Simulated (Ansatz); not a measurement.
A nudged elastic band was laid between two geometries of C2H6NO (10 atoms, charge 1, multiplicity 1).

The calculation used Ansatz 0.2.0, RKS PBE0/cc-pVDZ.

- movable images: 9
- climbing image: yes
- spring: 5.0 eV/Å²
- optimiser: quadratic models (default)
- start path: through a guess of the saddle point
- force threshold: 0.03 eV/Å
- iteration limit: 60
- end points: relaxed

Image 0:

```xyz
10
Properties=species:S:1:pos:R:3
C -0.848 1.532 -0.353
N -0.615 0.351 0.054
C 0.628 -0.256 -0.090
O 0.472 -1.671 0.523
H -0.105 2.178 -0.849
H -1.854 1.936 -0.199
H 1.453 0.152 0.513
H 0.951 -0.496 -1.113
H -0.255 -2.142 0.061
H 0.172 -1.586 1.453
```

Image 10:

```xyz
10
Properties=species:S:1:pos:R:3
C -1.110 1.366 -0.933
N -0.433 0.931 0.137
C 0.676 0.068 0.156
O 0.230 -1.423 0.342
H -0.619 0.887 -1.820
H -0.724 1.299 1.047
H 1.358 0.192 1.006
H 1.191 0.013 -0.809
H -0.407 -1.714 -0.344
H -0.162 -1.620 1.218
```

(1) What changes between the two ends?

(2) What energy profile does the band end with?

(3) What is the geometry of the highest image?

Results:

(1) Bonds broken: C1–H6. Bonds formed: N2–H6.

(2) The run converged. The highest image is number 6 of 0 to 10, 3.93 eV above the first end and 1.69 eV above the last; the last end lies 2.24 eV above the first. Neighbouring images differ by up to 1.8 eV, so the band resolves the path poorly. A vibrational analysis at the climbing image gives one clearly imaginary mode, 1871i cm⁻¹: a first-order saddle point. The orbitals stay closed-shell, which can raise the energy where a bond breaks towards radicals; this wasn't checked here.

| image | path coordinate (Å) | energy (eV) | C1–H6 (Å) | N2–H6 (Å) |
| --- | --- | --- | --- | --- |
| 0 | 0.00 | 0.00 | 1.10 | 2.03 |
| 1 | 0.43 | 0.00 | 1.10 | 2.03 |
| 2 | 0.85 | 0.00 | 1.10 | 2.03 |
| 3 | 1.28 | 0.03 | 1.09 | 2.01 |
| 4 | 1.71 | 0.57 | 1.08 | 1.82 |
| 5 | 2.14 | 2.35 | 1.13 | 1.51 |
| 6 | 2.56 | 3.93 | 1.36 | 1.18 |
| 7 | 3.00 | 2.91 | 1.74 | 1.03 |
| 8 | 3.44 | 2.31 | 1.99 | 1.02 |
| 9 | 3.88 | 2.25 | 2.01 | 1.02 |
| 10 | 4.32 | 2.24 | 2.02 | 1.02 |

(3) 
```xyz
10
Properties=species:S:1:pos:R:3
C -0.953 1.574 -0.692
N -0.596 0.595 0.150
C 0.620 -0.126 0.071
O 0.331 -1.596 0.411
H -0.267 1.749 -1.558
H -1.166 1.496 0.654
H 1.366 0.145 0.829
H 1.045 -0.174 -0.945
H -0.305 -1.991 -0.222
H -0.074 -1.673 1.302
```

The run took 4.8 min on 2 threads of Intel(R) Xeon(R) Platinum 8259CL CPU @ 2.50GHz (Skylake/Cascade Lake) (shared host), peak memory 0.18 GiB.
